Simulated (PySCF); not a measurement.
**Solver options tried on Li2⁻ (quartet)**

Do solver options change the result for Li2⁻ (quartet), or only the number of cycles?

Program: PySCF 2.14.0. Level of theory: method and basis as typed in the scripts. These are calculated values, not measurements.

4 further runs of the same task are left out: 4 that didn't finish.

## 1. The system as given

Li2⁻ (quartet): 2 atoms, charge -1, spin multiplicity 4.

No contacts short enough for the rule that draws bonds.

## 2. The base run

The input, input.py:

```python
from pyscf import gto, dft
from pyscf.geomopt.geometric_solver import optimize

mol = gto.M(
    atom='Li 0 0 0; Li 0 0 2.804',
    basis='pcseg-1',
    charge=-1,
    spin=3,
    verbose=4,
)
mf = dft.ROKS(mol, xc='olyp')
mf = mf.density_fit(auxbasis='def2-universal-jkfit')
mf = mf.newton()
mf.kernel()
g = mf.nuc_grad_method()
g.grid_response = True
mol_eq = optimize(g.as_scanner(), maxsteps=30)
print('optimised geometry (angstrom)')
print(mol_eq.tostring('raw'))
print('orbital energies (hartree):', mf.mo_energy[..., max(0, mol.nelec[1]-3):mol.nelec[0]+3].round(4))
```

Command:

```
$ OMP_NUM_THREADS=1 python input.py
```

Its log is not repeated here.

It gives: at the starting geometry E(SCF) = -14.954298 Eh, 3 macro-iterations, optimised bond 3.213 Å in 7 steps; the optimisation lowers the energy by 0.042 eV.

The quartet is typed in the script; nothing here shows that it is the ground state.

## 3. DIIS space 2

Variant 1 changes DIIS space: default → 2.

The input, input.py:

```python
from pyscf import gto, dft
from pyscf.geomopt.geometric_solver import optimize

mol = gto.M(
    atom='Li 0 0 0; Li 0 0 2.804',
    basis='pcseg-1',
    charge=-1,
    spin=3,
    verbose=4,
)
mf = dft.ROKS(mol, xc='olyp')
mf = mf.density_fit(auxbasis='def2-universal-jkfit')
mf.diis_space = 2
mf = mf.newton()
mf.kernel()
g = mf.nuc_grad_method()
g.grid_response = True
mol_eq = optimize(g.as_scanner(), maxsteps=30)
print('optimised geometry (angstrom)')
print(mol_eq.tostring('raw'))
print('orbital energies (hartree):', mf.mo_energy[..., max(0, mol.nelec[1]-3):mol.nelec[0]+3].round(4))
```

Command:

```
$ OMP_NUM_THREADS=1 python input.py
```

## 4. Convergence threshold 1e-07 hartree

Variant 2 changes convergence threshold: default → 1e-07 hartree.

Changes to input.py since step 2:

```diff
@@ -12,2 +12,3 @@
 mf = mf.density_fit(auxbasis='def2-universal-jkfit')
+mf.conv_tol = 1e-07
 mf = mf.newton()
```

## 5. DIIS space 12

Variant 3 changes DIIS space: default → 12.

Changes to input.py since step 2:

```diff
@@ -12,2 +12,3 @@
 mf = mf.density_fit(auxbasis='def2-universal-jkfit')
+mf.diis_space = 12
 mf = mf.newton()
```

## 6. Damping 0.8

Variant 4 changes damping: none → 0.8.

Changes to input.py since step 2:

```diff
@@ -12,2 +12,4 @@
 mf = mf.density_fit(auxbasis='def2-universal-jkfit')
+mf.damp = 0.8
+mf.diis_start_cycle = 8
 mf = mf.newton()
```

## 7. Cycle limit 8

Variant 5 changes cycle limit: 50 → 8.

Changes to input.py since step 2:

```diff
@@ -12,2 +12,3 @@
 mf = mf.density_fit(auxbasis='def2-universal-jkfit')
+mf.max_cycle = 8
 mf = mf.newton()
```

Q: Predict the outcome of this session. Wanted: for each run, E(SCF); from base; after the SCF.

**Answer**, as computed:

| run | E(SCF) (hartree) | from base (eV) | cycles | after the SCF |
| --- | --- | --- | --- | --- |
| base | -14.954298 | 0 | 3 macro | bond 3.213 Å, -0.042 eV |
| DIIS space 2 | -14.954298 | 0.0000 | 3 macro | bond 3.213 Å, -0.042 eV |
| convergence threshold 1e-07 hartree | -14.954298 | 0.0000 | 3 macro | bond 3.212 Å, -0.042 eV |
| DIIS space 12 | -14.954298 | 0.0000 | 3 macro | bond 3.213 Å, -0.042 eV |
| damping 0.8 | -14.954298 | 0.0000 | 3 macro | bond 3.213 Å, -0.042 eV |
| cycle limit 8 | -14.954298 | 0.0000 | 3 macro | bond 3.213 Å, -0.042 eV |

SCF columns refer to the geometry typed in the script.

Distance from each run's final energy (log10 hartree) by cycle:

| run | cycle 1 | cycle 2 | cycle 3 | cycle 5 | cycle 8 | cycle 12 |
| --- | --- | --- | --- | --- | --- | --- |
| base | -4.0 | < -11 | < -11 | done | done | done |
| DIIS space 2 | -4.0 | < -11 | < -11 | done | done | done |
| convergence threshold 1e-07 hartree | -4.0 | -10.2 | < -11 | done | done | done |
| DIIS space 12 | -4.0 | < -11 | < -11 | done | done | done |
| damping 0.8 | -4.0 | < -11 | < -11 | done | done | done |
| cycle limit 8 | -4.0 | < -11 | < -11 | done | done | done |

**Reading.** The SCF energy stays the same, to the digits that matter, with DIIS space 2 or convergence threshold 1e-07 hartree or DIIS space 12 or damping 0.8 or cycle limit 8. The cycles with DIIS space 2 or DIIS space 12 or damping 0.8 repeat those of the base digit for digit, so the setting never acted.
